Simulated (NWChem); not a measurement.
Species: NaCl; SMILES [Na][Cl]

```xyz
2

Na     0.0000     0.0000    -1.4097
Cl     0.0000     0.0000     0.9285
```
Atoms are numbered in this order, from 1.

Level: PBE0/def2-SVP (NWChem), optimised geometry, unscaled harmonic frequencies. 

| frequency (cm⁻¹) | IR intensity (km/mol) |
|---|---|
| 387 | 35.4 |

```
Property                                                                           Result
-----------------------------------------------------------------------  ----------------
zero-point energy                                                            0.6 kcal/mol
thermal correction to the enthalpy at 298.15 K (with zero-point energy)      2.8 kcal/mol
heat capacity Cv                                                          6.5 cal/(mol K)
entropy at 298.15 K and 1 atm (symmetry number 1)                        54.7 cal/(mol K)
dipole moment                                                                      8.22 D
```

Rigid rotor and harmonic oscillator.
